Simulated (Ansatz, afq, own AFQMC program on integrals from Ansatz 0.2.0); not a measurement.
CH₂Ge, triplet: AFQMC among the cluster methods

```xyz
4

Ge    0.0000   -0.0518    0.3502
C     0.0000    0.2230   -1.9404
H     0.0000    1.5014    0.7003
H     0.0000   -0.4282   -2.8156
```

Connectivity, by distances: GeH–CH.

Basis cc-pVDZ. Only valence electrons are correlated. Integrals, coupled cluster, full CI and functionals: Ansatz 0.2.0; the random walks run on the same integrals in our own AFQMC program. The CISD trial takes its coefficients from CCSD amplitudes. Released means that phaseless walkers are propagated on without the constraint, phases kept. ± is one standard error of the sampling. No spin–orbit coupling.

Determinant: UHF, the one that the program's search chose, which needn't be the lowest solution. The geometry is a point of a scan.

No full CI on the walks' own integrals is used here; CCSDT(Q) serves as the reference and is uncertain by about the last step of the cluster series.

Cautions: no relativity below Rb; no spin-orbit coupling; inner d shell frozen; lower spins were not checked; the determinant is a saddle point among determinants of its kind.

```
T1 diagnostic                               : 0.0348
weight of the determinant in the CISD state : 0.856
⟨S²⟩ of the determinant                     : 2.030
size of the correlated space                : 10 electrons in 36 orbitals
```

```json
{"level": "MP2", "correlation energy (eV)": "-4.4128"}
{"level": "CCSD", "correlation energy (eV)": "-5.4939"}
{"level": "CCSD(T)", "correlation energy (eV)": "-5.6654"}
```

(1) Estimate where AFQMC with the constraint released lies against CCSD(T) on the same integrals.

(1) 1.91 ± 0.42 kcal/mol below CCSD(T).

Reference: CCSDT(Q), correlation energy -5.731 eV. The released energy is read at 2.40 1/Eh (meV from the phaseless value at times in 1/Eh: -29 ± 15 at 0.24, -39 ± 15 at 0.51, -36 ± 12 at 0.99, -44 ± 13 at 1.62, -38 ± 18 at 2.40).

```csv
level,E − E(reference) (kcal/mol),share of correlation (%)
CCSD(T),1.52,98.85
CCSDT,0.35,99.74
ph-AFQMC/CISD,0.49 ± 0.33,99.63
released AFQMC,-0.39 ± 0.42,100.29
```

A walk keeps the symmetry of its determinant, which the program's search chose and which needn't be the lowest solution, so a lower state of the same spin and another symmetry isn't excluded. Released energies are given only where the last usable release times agree within the noise; a slower fall can still hide under it.
